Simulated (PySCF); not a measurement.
## Carbon: a sound run and one with changed settings

Sound run: C [He] 2s2 2p2, C⁺ [He] 2s2 2p1. All numbers are calculated (PySCF 2.14, the non-relativistic Hamiltonian (point nucleus), in def2-TZVP (5s3p2d1f, 31 functions)). In the sound run the correlated levels freeze 1s2. The sound run starts from symmetry-adapted Hartree-Fock orbitals and uses a fine grid where one is needed.

Changed run: all electrons correlated in a basis built for the valence shell.

```
species   method  sound run (hartree)  changed run (hartree)  converged
      C      MP2            -37.75859              -37.77473        yes
      C  CCSD(T)            -37.78103              -37.79802        yes
     C⁺      MP2            -37.34547              -37.36122        yes
     C⁺  CCSD(T)            -37.37057              -37.38705        yes
```

Ionisation energy of C:

```json
{"method": "UHF", "sound run (eV)": "10.801", "changed run (eV)": "10.801"}
{"method": "MP2", "sound run (eV)": "11.242", "changed run (eV)": "11.252"}
{"method": "SCS-MP2", "sound run (eV)": "11.115", "changed run (eV)": "11.122"}
{"method": "CCSD", "sound run (eV)": "11.145", "changed run (eV)": "11.160"}
{"method": "CCSD(T)", "sound run (eV)": "11.169", "changed run (eV)": "11.183"}
```

A valence basis has no tight correlating functions, so it recovers only part of the core correlation, and not evenly between atom and ion.

For comparison, NIST gives 11.260 eV between the lowest levels.
